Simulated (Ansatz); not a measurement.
# CHN (quintet): from Hartree-Fock to the top rungs, def2-QZVPP

An exercise on one series of results from a longer session: the logs are not shown, and one member is left open.

Method: def2-QZVPP, core rule «outside noble gas», up to 2 orbitals frozen; program: Ansatz 0.2.0, Gaussian basis.

Plan: UHF; ROHF; CCSD(T) on UHF.

2 further runs of the same task are left out: 1 that didn't finish, 1 set aside as unsound or not needed. Runs told in other sessions of the task aren't counted.

**What is computed**

The geometry is a PBE0/def2-TZVP stationary point (not a proven minimum) of the parent state, kept for this charge and spin.

3 atoms, charge 0, spin multiplicity 5.

Atoms are counted from 1 here; the program's logs count them from 0.

Bond lengths: N1–C2 1.249 Å, N1–H3 1.037 Å. Angles: C2–N1–H3 113.1°.

The first run:

The input, in.yaml:

```yaml
crystal:
  periodic: [false, false, false]
  atoms:
    - {symbol: N, position_ang: [0.000000, -0.123686, 0.526574]}
    - {symbol: C, position_ang: [0.000000, 0.081265, -0.705120]}
    - {symbol: H, position_ang: [0.000000, 0.750434, 1.084807]}
basis:
  gaussian: {orbitals: "def2-QZVPP.json"}
magnetization: {spin_polarized: true, initial_magnetization: 4}
hamiltonian: {xc: hf}
output: {orbitals: {seedname: orbitals}}
```

Command:

```bash
> ansatz run in.yaml --threads 1 --pin off --events-out ev --progress --plain --max-ram 2393MiB
```

Steps of the session up to this table: UHF; ROHF; CCSD(T) on UHF.

One of the session's tables, all rows but one given; the rest of the session is left out.

It belongs to the step «Misses and costs». 

| method | from UCCSD(T) (kcal/mol) |
| --- | --- |
| ROHF | +179.38 |
| UHF | +174.75 |
| UMP2 | ? |
| UCCSD | +5.86 |
| UCCSD(T) | 0 |

Q: Estimate the row for UMP2 from the others.

As computed: from UCCSD(T) (kcal/mol): +19.59. In the column «from UCCSD(T) (kcal/mol)» it lies between UCCSD (+5.86) and UHF (+174.75).
